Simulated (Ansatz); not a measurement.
# CH5OSi (charge +1): shift of H7 from Si2 to O3

How high is the barrier for the shift of H7 from Si2 to O3? Relax the two ends, then run a nudged elastic band between them. SMILES of the start: C[SiH]=[OH+].

Program: Ansatz 0.2.0. Level of theory: RKS B3LYP/cc-pVDZ. These are calculated values, not measurements.

### 1 The starting structure

Bond lengths: C1–Si2 1.867 Å, Si2–O3 1.569 Å, C1–H4 1.095 Å, C1–H5 1.092 Å, C1–H6 1.092 Å, Si2–H7 1.442 Å, O3–H8 0.959 Å. Angles: C1–Si2–O3 123.9°, C1–Si2–H7 131.4°, O3–Si2–H7 104.6°, Si2–C1–H4 111.6°, Si2–C1–H5 111.9°, Si2–C1–H6 111.9°, H4–C1–H5 107.5°, H4–C1–H6 107.5°, H5–C1–H6 106.0°, Si2–O3–H8 143.1°.

Coordinates:

```xyz
8

C    -0.6292    0.8932   -0.3749
Si    0.7537   -0.2050    0.2308
O     0.5781   -1.7259    0.5737
H    -1.5727    0.3440   -0.4614
H    -0.4090    1.3244   -1.3540
H    -0.8013    1.7384    0.2953
H     2.1458    0.0678    0.4885
H    -0.0653   -2.4370    0.6019
```

### 2 Relaxing end A

Input file input.yaml:

```yaml
crystal:
  periodic: [false, false, false]
  atoms:
    - { symbol: C, position_ang: [-0.62925, 0.89325, -0.3749] }
    - { symbol: Si, position_ang: [0.75372, -0.20496, 0.23083] }
    - { symbol: O, position_ang: [0.57808, -1.72589, 0.57373] }
    - { symbol: H, position_ang: [-1.57272, 0.34399, -0.46143] }
    - { symbol: H, position_ang: [-0.40903, 1.32439, -1.35401] }
    - { symbol: H, position_ang: [-0.80133, 1.73836, 0.29532] }
    - { symbol: H, position_ang: [2.14582, 0.06784, 0.48851] }
    - { symbol: H, position_ang: [-0.0653, -2.43698, 0.60195] }
total_charge: 1
basis:
  gaussian: { orbitals: cc-pVDZ }
hamiltonian:
  xc: b3lyp
relax:
  f_tol: 0.02
  max_steps: 50
```

The run is started by

```sh
> ansatz run input.yaml --threads 1 --pin off --max-ram 2048MiB --backend cpu --events-out ev --progress --plain --runs-dir out
```

Log, cut to the lines that bear on the results:

```text
Warning: RAYON_NUM_THREADS=1 ignored (pool sized by the plan → 1); use --threads N
[...]
Functional definition: B3LYP
[...]
757 factors; integrals over basis functions are off by at most 3.5e-4 eV
[...]
mean field -11036.68738983 eV, -405.5907806409 hartree, gradient 2.8e-5 eV, S^2 0.000000; 0 other end points of the search recorded, 0 dependent functions left out
[...]
reference -11036.68760702 eV, -405.5907886225 hartree; 16, 16 occupied and 55, 55 virtual orbitals, 757 factors
relax step   1: F+E_penalty+E_count = -11036.68738983 eV  Δ(F+E_penalty+E_count) = +0.000e0 eV  max|allowed force component| = 1.366e0 eV/Å  Δτ_max = 0.0000 Å  (24 SCF iters, accepted)
[...]
relax step   7: F+E_penalty+E_count = -11036.84357573 eV  Δ(F+E_penalty+E_count) = -2.730e-4 eV  max|allowed force component| = 1.344e-1 eV/Å  Δτ_max = 0.0209 Å  (23 SCF iters, accepted)
[...]
relax step   8: F+E_penalty+E_count = -11036.84391361 eV  Δ(F+E_penalty+E_count) = -3.379e-4 eV  max|allowed force component| = 1.082e-2 eV/Å  Δτ_max = 0.0080 Å  (21 SCF iters, accepted)
757 factors; integrals over basis functions are off by at most 4.1e-4 eV
[...]
mean field -11036.84391361 eV, -405.5965327838 hartree, gradient 2.4e-5 eV, S^2 0.000000; 1 other end points of the search recorded, 0 dependent functions left out
[...]
reference -11036.84412813 eV, -405.5965406670 hartree; 16, 16 occupied and 55, 55 virtual orbitals, 757 factors
Total energy: -11036.84412813 eV, -405.5965406670 hartree
Atom 0 at    -0.629625     0.844109    -0.362514 Å, force    -0.000352    -0.002687     0.001406 eV/Å
Atom 1 at     0.740039    -0.219070     0.230751 Å, force    -0.000607    -0.003231    -0.001891 eV/Å
Atom 2 at     0.616644    -1.788887     0.598319 Å, force    -0.003397    -0.010822     0.002324 eV/Å
Atom 3 at    -1.582528     0.302056    -0.451205 Å, force    -0.001138     0.003119    -0.000452 eV/Å
Atom 4 at    -0.341305     1.267405    -1.343251 Å, force    -0.002530     0.004135     0.002192 eV/Å
Atom 5 at    -0.739472     1.692425     0.339246 Å, force    -0.002569     0.002847    -0.005257 eV/Å
Atom 6 at     2.130338     0.227279     0.446720 Å, force     0.005174     0.001592     0.001534 eV/Å
Atom 7 at    -0.194102    -2.325315     0.541935 Å, force     0.005420     0.005047     0.000143 eV/Å
Dipole moment:    -0.205558     0.216303    -0.103230 e Å
```

It took 11 s on 1 thread of Intel Xeon 6975P-C (Granite Rapids), shared host; peak memory 0.15 GiB.

Step by step:

| step | energy from step 1 (eV) | largest force component (eV/Å) |
| --- | --- | --- |
| 1 | 0.0000 | 1.3659 |
| 2 | -0.0909 | 0.7974 |
| 3 | -0.1162 | 0.3658 |
| 4 | -0.1347 | 0.6353 |
| 5 | -0.1537 | 0.0823 |
| 6 | -0.1559 | 0.1280 |
| 7 | -0.1562 | 0.1344 |
| 8 | -0.1565 | 0.0108 |

Step 1 is the start.

After: Bond lengths: C1–Si2 1.833 Å, Si2–O3 1.617 Å, C1–H4 1.100 Å, C1–H5 1.106 Å, C1–H6 1.106 Å, Si2–H7 1.476 Å, O3–H8 0.974 Å. Angles: C1–Si2–O3 125.4°, C1–Si2–H7 125.2°, O3–Si2–H7 109.4°, Si2–C1–H4 112.8°, Si2–C1–H5 108.3°, Si2–C1–H6 108.3°, H4–C1–H5 110.1°, H4–C1–H6 110.1°, H5–C1–H6 107.1°, Si2–O3–H8 125.8°.

### 3 End point B

The second end starts from a geometry with the move made by hand.

input.yaml: that of step 2 with these lines changed.

```diff
@@ -9,3 +9,3 @@
     - { symbol: H, position_ang: [-0.80133, 1.73836, 0.29532] }
-    - { symbol: H, position_ang: [2.14582, 0.06784, 0.48851] }
+    - { symbol: H, position_ang: [1.5424, -1.71361, 0.79741] }
     - { symbol: H, position_ang: [-0.0653, -2.43698, 0.60195] }
```

The run is started by

```sh
> ansatz run input.yaml --threads 1 --pin off --max-ram 2048MiB --backend cpu --events-out ev --progress --plain --runs-dir out
```

Log, cut to the lines that bear on the results:

```text
Warning: RAYON_NUM_THREADS=1 ignored (pool sized by the plan → 1); use --threads N
[...]
Functional definition: B3LYP
[...]
761 factors; integrals over basis functions are off by at most 3.2e-4 eV
[...]
mean field -11033.58314043 eV, -405.4767015796 hartree, gradient 4.9e-5 eV, S^2 0.000000; 0 other end points of the search recorded, 0 dependent functions left out
[...]
reference -11033.58335384 eV, -405.4767094223 hartree; 16, 16 occupied and 55, 55 virtual orbitals, 761 factors
relax step   1: F+E_penalty+E_count = -11033.58314043 eV  Δ(F+E_penalty+E_count) = +0.000e0 eV  max|allowed force component| = 1.016e1 eV/Å  Δτ_max = 0.0000 Å  (23 SCF iters, accepted)
[...]
relax step   5: F+E_penalty+E_count = -11035.96560123 eV  Δ(F+E_penalty+E_count) = -2.764e-2 eV  max|allowed force component| = 4.980e-1 eV/Å  Δτ_max = 0.2000 Å  (28 SCF iters, accepted)
[...]
reference -11036.02479860 eV, -405.5664308621 hartree; 16, 16 occupied and 55, 55 virtual orbitals, 761 factors
Total energy: -11036.02479860 eV, -405.5664308621 hartree
Atom 0 at    -0.573287     0.763362    -0.450770 Å, force     0.000588    -0.001783     0.000963 eV/Å
Atom 1 at     1.174431     0.098323    -0.369441 Å, force     0.000297     0.001851     0.001400 eV/Å
Atom 2 at     0.623392    -1.485488     0.651957 Å, force    -0.001819    -0.001538     0.000944 eV/Å
Atom 3 at    -1.268701     0.055359    -0.942719 Å, force    -0.000740     0.001461    -0.001917 eV/Å
Atom 4 at    -0.578530     1.701912    -1.032247 Å, force    -0.001835     0.000435    -0.000381 eV/Å
Atom 5 at    -0.971010     0.990933     0.558388 Å, force     0.003065    -0.001666    -0.001313 eV/Å
Atom 6 at     1.263040    -2.164788     0.941798 Å, force     0.001695     0.000101    -0.001546 eV/Å
Atom 7 at    -0.272767    -1.741063     0.951934 Å, force    -0.001251     0.001139     0.001851 eV/Å
Dipole moment:    -0.079437    -0.526894     0.321881 e Å
```

It took 27 s on 1 thread of Intel Xeon 6975P-C (Granite Rapids), shared host; peak memory 0.15 GiB.

The steps of the relaxation:

| step | energy from step 1 (eV) | largest force component (eV/Å) |
| --- | --- | --- |
| 1 | 0.0000 | 10.1556 |
| 2 | -1.1742 | 5.7349 |
| 3 | -1.9983 | 1.9774 |
| 4 | -2.3548 | 0.8079 |
| 5 | -2.3825 | 0.4980 |
| 6 | -2.4089 | 0.4689 |
| 7x | -2.4082 | 0.6211 |
| 8 | -2.4312 | 0.0781 |
| 9 | -2.4331 | 0.0366 |
| 10 | -2.4353 | 0.0442 |
| 11 | -2.4359 | 0.1014 |
| 12x | -2.4323 | 0.3744 |
| 13 | -2.4377 | 0.0660 |
| 14 | -2.4386 | 0.1926 |
| 15 | -2.4401 | 0.0586 |
| 16 | -2.4407 | 0.0100 |
| 17 | -2.4409 | 0.0673 |
| 18 | -2.4413 | 0.0236 |
| 19 | -2.4414 | 0.0031 |

Step 1 is the start. 2 steps were tried and not accepted (marked x).

After: Bond lengths: C1–Si2 1.872 Å, Si2–O3 1.964 Å, C1–H4 1.108 Å, C1–H5 1.104 Å, C1–H6 1.108 Å, O3–H7 0.977 Å, O3–H8 0.979 Å. Angles: C1–Si2–O3 92.7°, Si2–C1–H4 112.2°, Si2–C1–H5 109.2°, Si2–C1–H6 111.6°, H4–C1–H5 107.8°, H4–C1–H6 108.1°, H5–C1–H6 107.7°, Si2–O3–H7 122.1°, Si2–O3–H8 128.8°, H7–O3–H8 109.1°.

### 4 Nudged elastic band

crystal.atoms is end A as relaxed above, and neb.final_atoms is end B, turned to lie on A. With 7 inner images the band has 9 in all. The start path is listed, through a guess of the saddle.

Input file input.yaml:

```yaml
crystal:
  periodic: [false, false, false]
  atoms:
    - { symbol: C, position_ang: [-0.629625, 0.844109, -0.362514] }
    - { symbol: Si, position_ang: [0.740039, -0.21907, 0.230751] }
    - { symbol: O, position_ang: [0.616644, -1.788887, 0.598319] }
    - { symbol: H, position_ang: [-1.582528, 0.302056, -0.451205] }
    - { symbol: H, position_ang: [-0.341305, 1.267405, -1.343251] }
    - { symbol: H, position_ang: [-0.739472, 1.692425, 0.339246] }
    - { symbol: H, position_ang: [2.130338, 0.227279, 0.44672] }
    - { symbol: H, position_ang: [-0.194102, -2.325315, 0.541935] }
total_charge: 1
basis:
  gaussian: { orbitals: cc-pVDZ }
hamiltonian:
  xc: b3lyp
neb:
  order_check: false
  images: 7
  f_tol: 0.05
  max_iterations: 60
  final_atoms:
    - { symbol: C, position_ang: [-0.68181191, 0.86519729, -0.49619297] }
    - { symbol: Si, position_ang: [1.14446095, 0.45972764, -0.55727729] }
    - { symbol: O, position_ang: [0.93218204, -1.10052495, 0.61571233] }
    - { symbol: H, position_ang: [-1.30909467, 0.03044621, -0.86577338] }
    - { symbol: H, position_ang: [-0.88040341, 1.74522489, -1.13269272] }
    - { symbol: H, position_ang: [-1.01084835, 1.1133558, 0.53265318] }
    - { symbol: H, position_ang: [1.68946698, -1.65876927, 0.87931936] }
    - { symbol: H, position_ang: [0.11603736, -1.45465561, 1.0242525] }
  initial_path:
    images:
      - { positions_ang: [[-0.629625, 0.844109, -0.362514], [0.740039, -0.21907, 0.230751], [0.616644, -1.788887, 0.598319], [-1.582528, 0.302056, -0.451205], [-0.341305, 1.267405, -1.343251], [-0.739472, 1.692425, 0.339246], [2.130338, 0.227279, 0.44672], [-0.194102, -2.325315, 0.541935]] }
      - { positions_ang: [[-0.63893211, 0.8740235, -0.37231671], [0.76132559, -0.16133834, 0.2212227], [0.66221842, -1.71928396, 0.59159426], [-1.57617204, 0.30856639, -0.45179565], [-0.38338658, 1.29822149, -1.356122], [-0.77993462, 1.72048395, 0.31811818], [2.04419959, -0.00744506, 0.48528068], [-0.08932925, -2.31322598, 0.56401956]] }
      - { positions_ang: [[-0.64823922, 0.903938, -0.38211943], [0.78261218, -0.10360667, 0.2116944], [0.70779283, -1.64968092, 0.58486951], [-1.56981608, 0.31507679, -0.45238631], [-0.42546815, 1.32903798, -1.368993], [-0.82039724, 1.74854291, 0.29699035], [1.95806118, -0.24216913, 0.52384136], [0.0154435, -2.30113695, 0.58610411]] }
      - { positions_ang: [[-0.65754633, 0.9338525, -0.39192214], [0.80389877, -0.04587501, 0.2021661], [0.75336725, -1.58007788, 0.57814477], [-1.56346012, 0.32158718, -0.45297696], [-0.46754973, 1.35985447, -1.381864], [-0.86085986, 1.77660186, 0.27586253], [1.87192277, -0.47689319, 0.56240204], [0.12021625, -2.28904793, 0.60818867]] }
      - { positions_ang: [[-0.66685344, 0.963767, -0.40172486], [0.82518536, 0.01185666, 0.1926378], [0.79894167, -1.51047484, 0.57142003], [-1.55710416, 0.32809757, -0.45356761], [-0.50963131, 1.39067095, -1.394735], [-0.90132248, 1.80466081, 0.25473471], [1.78578436, -0.71161725, 0.60096272], [0.224989, -2.2769589, 0.63027323]] }
      - { positions_ang: [[-0.67059306, 0.93912457, -0.42534188], [0.90500426, 0.1238244, 0.00515902], [0.83225176, -1.40798737, 0.5824931], [-1.49510178, 0.25368473, -0.55661905], [-0.60232433, 1.47930944, -1.32922443], [-0.92870394, 1.63183456, 0.32421432], [1.76170501, -0.94840526, 0.67055188], [0.19775109, -2.07138308, 0.72876805]] }
      - { positions_ang: [[-0.67433268, 0.91448215, -0.44895891], [0.98482315, 0.23579215, -0.18231975], [0.86556185, -1.30549989, 0.59356618], [-1.43309941, 0.17927189, -0.65967049], [-0.69501736, 1.56794792, -1.26371386], [-0.95608541, 1.4590083, 0.39369394], [1.73762567, -1.18519326, 0.74014104], [0.17051318, -1.86580726, 0.82726286]] }
      - { positions_ang: [[-0.67807229, 0.88983972, -0.47257594], [1.06464205, 0.3477599, -0.36979852], [0.89887195, -1.20301242, 0.60463925], [-1.37109704, 0.10485905, -0.76272194], [-0.78771038, 1.65658641, -1.19820329], [-0.98346688, 1.28618205, 0.46317356], [1.71354632, -1.42198127, 0.8097302], [0.14327527, -1.66023144, 0.92575768]] }
      - { positions_ang: [[-0.68181191, 0.86519729, -0.49619297], [1.14446095, 0.45972764, -0.55727729], [0.93218204, -1.10052495, 0.61571233], [-1.30909467, 0.03044621, -0.86577338], [-0.88040341, 1.74522489, -1.13269272], [-1.01084835, 1.1133558, 0.53265318], [1.68946698, -1.65876927, 0.87931936], [0.11603736, -1.45465561, 1.0242525]] }
```

The run is started by

```sh
> ansatz run input.yaml --threads 1 --pin off --max-ram 2048MiB --backend cpu --events-out ev --progress --plain --runs-dir out
```

Log, cut to the lines that bear on the results:

```text
Warning: RAYON_NUM_THREADS=1 ignored (pool sized by the plan → 1); use --threads N
[...]
Functional definition: B3LYP
[...]
757 factors; integrals over basis functions are off by at most 4.1e-4 eV
[...]
mean field -11036.84391644 eV, -405.5965328878 hartree, gradient 3.1e-5 eV, S^2 0.000000; 0 other end points of the search recorded, 0 dependent functions left out
[...]
reference -11036.84413037 eV, -405.5965407493 hartree; 16, 16 occupied and 55, 55 virtual orbitals, 757 factors
758 factors; integrals over basis functions are off by at most 1.0e-3 eV
[...]
mean field -11036.02458157 eV, -405.5664228864 hartree, gradient 1.7e-5 eV, S^2 0.000000; 0 other end points of the search recorded, 0 dependent functions left out
[...]
reference -11036.02479888 eV, -405.5664308724 hartree; 16, 16 occupied and 55, 55 virtual orbitals, 758 factors
[...]
NEB iter  11: max|band force component| = 1.822e-2 eV/Å  barrier→ = 2.8129 eV  barrier← = 1.9935 eV  CI = image 4  Δτ_max = 0.0000 Å  (331 SCF iters)
Total energy: -11034.03127538 eV, -405.4931702351 hartree
Atom 0 at    -0.696440     0.987530    -0.494610 Å, force     0.000222     0.003450     0.000319 eV/Å
Atom 1 at     0.887053     0.098714    -0.123494 Å, force     0.000753     0.001625    -0.002825 eV/Å
Atom 2 at     0.723293    -1.441799     0.671038 Å, force     0.001798    -0.000810     0.000638 eV/Å
Atom 3 at    -1.441334     0.265360    -0.875775 Å, force    -0.001071    -0.000599    -0.000458 eV/Å
Atom 4 at    -0.539867     1.798534    -1.223992 Å, force     0.000410    -0.002098     0.001353 eV/Å
Atom 5 at    -1.072655     1.423976     0.451909 Å, force    -0.001129    -0.001752     0.000164 eV/Å
Atom 6 at     1.970470    -1.000784     0.487505 Å, force     0.000858    -0.001522     0.000935 eV/Å
Atom 7 at     0.169469    -2.131529     1.107421 Å, force    -0.001841     0.001706    -0.000126 eV/Å
Dipole moment:    -0.070564    -0.108737     0.100927 e Å
this run last wrote the band of iteration 11 to <dir>
```

It took 99 s on 1 thread of Intel Xeon 6975P-C (Granite Rapids), shared host; peak memory 0.13 GiB.

### 5 The band, image by image

The 7 inner images lie between the fixed ends 0 and 8. Energy is taken from image 0, and the path length is the program's own coordinate along the band.

| image | path (Å) | energy (eV) | H7–Si2 (Å) | H7–O3 (Å) | band force (eV/Å) |
| --- | --- | --- | --- | --- | --- |
| 0 | 0.000 | 0.0000 | 1.48 | 2.53 | - |
| 1 | 0.597 | 0.0042 | 1.48 | 2.52 | 0.006 |
| 2 | 1.194 | 0.1399 | 1.47 | 2.34 | 0.011 |
| 3 | 1.790 | 1.2540 | 1.49 | 1.89 | 0.011 |
| 4* | 2.387 | 2.8129 | 1.66 | 1.34 | 0.003 |
| 5 | 2.827 | 1.6593 | 1.99 | 1.02 | 0.008 |
| 6 | 3.267 | 0.9720 | 2.40 | 0.97 | 0.018 |
| 7 | 3.707 | 0.8399 | 2.58 | 0.98 | 0.016 |
| 8 | 4.147 | 0.8193 | 2.62 | 0.98 | - |

The star marks the climbing image.

image, energy (eV) and a bar:
```
        0      0.000 
        1      0.004 
        2      0.140 #
        3      1.254 #############
        4      2.813 ##############################
        5      1.659 ##################
        6      0.972 ##########
        7      0.840 #########
        8      0.819 #########
```

How the highest energy settled:

| iteration | highest image above image 0 (eV) | largest band force (eV/Å) |
| --- | --- | --- |
| 1 | 4.1297 | 9.390 |
| 2 | 3.0170 | 4.286 |
| 3 | 2.7490 | 1.506 |
| 4 | 2.5460 | 0.759 |
| 5 | 2.4817 | 1.791 |
| 6 | 2.8201 | 0.588 |
| 7 | 2.8140 | 0.234 |
| 8 | 2.8131 | 0.166 |
| 9 | 2.8129 | 0.071 |
| 10 | 2.8129 | 0.064 |
| 11 | 2.8129 | 0.018 |

Positions of all images (Å):

```xyz
8
image=0 dE=0.0000
C    -0.630    0.844   -0.363
Si    0.740   -0.219    0.231
O     0.617   -1.789    0.598
H    -1.583    0.302   -0.451
H    -0.341    1.267   -1.343
H    -0.739    1.692    0.339
H     2.130    0.227    0.447
H    -0.194   -2.325    0.542
8
image=1 dE=0.0042
C    -0.619    0.841   -0.389
Si    0.758   -0.235    0.166
O     0.594   -1.756    0.692
H    -1.499    0.262   -0.709
H    -0.267    1.496   -1.205
H    -0.907    1.492    0.461
H     2.181    0.151    0.233
H    -0.241   -2.252    0.752
8
image=2 dE=0.1399
C    -0.616    0.897   -0.437
Si    0.779   -0.202    0.100
O     0.574   -1.660    0.755
H    -1.379    0.258   -0.917
H    -0.344    1.721   -1.117
H    -1.074    1.333    0.473
H     2.251   -0.144    0.153
H    -0.191   -2.203    0.992
8
image=3 dE=1.2540
C    -0.654    0.969   -0.483
Si    0.823   -0.087    0.015
O     0.600   -1.535    0.707
H    -1.394    0.257   -0.902
H    -0.491    1.794   -1.194
H    -1.083    1.384    0.452
H     2.191   -0.590    0.331
H     0.008   -2.193    1.075
8
image=4 dE=2.8129
C    -0.696    0.988   -0.495
Si    0.887    0.099   -0.123
O     0.723   -1.442    0.671
H    -1.441    0.265   -0.876
H    -0.540    1.799   -1.224
H    -1.073    1.424    0.452
H     1.970   -1.001    0.488
H     0.169   -2.132    1.107
8
image=5 dE=1.6593
C    -0.734    0.976   -0.497
Si    0.931    0.265   -0.249
O     0.817   -1.370    0.651
H    -1.489    0.260   -0.853
H    -0.579    1.778   -1.244
H    -1.071    1.445    0.448
H     1.831   -1.280    0.619
H     0.293   -2.075    1.125
8
image=6 dE=0.9720
C    -0.750    0.953   -0.501
Si    1.017    0.411   -0.350
O     0.898   -1.282    0.639
H    -1.500    0.211   -0.824
H    -0.694    1.760   -1.259
H    -1.088    1.424    0.444
H     1.824   -1.553    0.778
H     0.292   -1.924    1.072
8
image=7 dE=0.8399
C    -0.712    0.904   -0.493
Si    1.109    0.493   -0.408
O     0.936   -1.183    0.616
H    -1.400    0.082   -0.761
H    -0.814    1.703   -1.251
H    -1.047    1.339    0.472
H     1.757   -1.655    0.857
H     0.171   -1.684    0.967
8
image=8 dE=0.8193
C    -0.682    0.865   -0.496
Si    1.144    0.460   -0.557
O     0.932   -1.101    0.616
H    -1.309    0.030   -0.866
H    -0.880    1.745   -1.133
H    -1.011    1.113    0.533
H     1.689   -1.659    0.879
H     0.116   -1.455    1.024
```

### 6 Frequencies at the highest image

The geometry is the highest inner image of the first converged band.

Input file input.yaml:

```yaml
crystal:
  periodic: [false, false, false]
  atoms:
    - { symbol: C, position_ang: [-0.69644, 0.98753, -0.49461] }
    - { symbol: Si, position_ang: [0.887053, 0.098714, -0.123494] }
    - { symbol: O, position_ang: [0.723293, -1.441799, 0.671038] }
    - { symbol: H, position_ang: [-1.441334, 0.26536, -0.875775] }
    - { symbol: H, position_ang: [-0.539867, 1.798534, -1.223992] }
    - { symbol: H, position_ang: [-1.072655, 1.423976, 0.451909] }
    - { symbol: H, position_ang: [1.97047, -1.000784, 0.487505] }
    - { symbol: H, position_ang: [0.169469, -2.131529, 1.107421] }
total_charge: 1
basis:
  gaussian: { orbitals: cc-pVDZ }
hamiltonian:
  xc: b3lyp
phonons: {}
```

The run is started by

```sh
> ansatz run input.yaml --threads 1 --pin off --max-ram 2048MiB --backend cpu --events-out ev --progress --plain --runs-dir out
```

Log, cut to the lines that bear on the results:

```text
Warning: RAYON_NUM_THREADS=1 ignored (pool sized by the plan → 1); use --threads N
[...]
Functional definition: B3LYP
[...]
762 factors; integrals over basis functions are off by at most 3.1e-4 eV
[...]
mean field -11034.03106404 eV, -405.4931624684 hartree, gradient 7.1e-5 eV, S^2 0.000000; 0 other end points of the search recorded, 0 dependent functions left out
[...]
reference -11034.03128254 eV, -405.4931704983 hartree; 16, 16 occupied and 55, 55 virtual orbitals, 762 factors
[...]
762 factors; integrals over basis functions are off by at most 3.2e-4 eV
[...]
mean field -11034.03094929 eV, -405.4931582518 hartree, gradient 2.3e-6 eV, S^2 0.000000; 0 other end points of the search recorded, 0 dependent functions left out
[...]
reference -11034.03116779 eV, -405.4931662814 hartree; 16, 16 occupied and 55, 55 virtual orbitals, 762 factors
[...]
762 factors; integrals over basis functions are off by at most 3.1e-4 eV
[...]
WARN: phonons: modes at or below zero, which the zero-point energy, F, S and C_V leave out: 1, the lowest at -1611.91 cm⁻¹. A minimum has none, and a first-order saddle one
[...]
Total energy: -11034.03128254 eV, -405.4931704983 hartree
Atom 0 at    -0.696440     0.987530    -0.494610 Å, force     0.000300     0.003511     0.000314 eV/Å
Atom 1 at     0.887053     0.098714    -0.123494 Å, force     0.000756     0.001610    -0.002786 eV/Å
Atom 2 at     0.723293    -1.441799     0.671038 Å, force     0.001738    -0.000753     0.000604 eV/Å
Atom 3 at    -1.441334     0.265360    -0.875775 Å, force    -0.001124    -0.000620    -0.000444 eV/Å
Atom 4 at    -0.539867     1.798534    -1.223992 Å, force     0.000404    -0.002121     0.001351 eV/Å
Atom 5 at    -1.072655     1.423976     0.451909 Å, force    -0.001139    -0.001795     0.000151 eV/Å
Atom 6 at     1.970470    -1.000784     0.487505 Å, force     0.000892    -0.001530     0.000934 eV/Å
Atom 7 at     0.169469    -2.131529     1.107421 Å, force    -0.001828     0.001699    -0.000124 eV/Å
Dipole moment:    -0.070563    -0.108735     0.100926 e Å
Vibrations: -1611.91 38.87 139.04 227.50 416.75 662.61 684.04 701.00 798.86 878.21 1236.21 1369.48 1385.33 1854.98 3000.61 3089.16 3132.31 3530.43 cm⁻¹, zero-point energy 1.434830 eV
```

Wall time 47 s (1 thread of Intel Xeon 6975P-C (Granite Rapids), shared host); peak memory 0.15 GiB.

Of 18 modes, 1 is imaginary by more than 30 cm⁻¹ (1612i cm⁻¹).

(Part 1 of 2 ends here.)
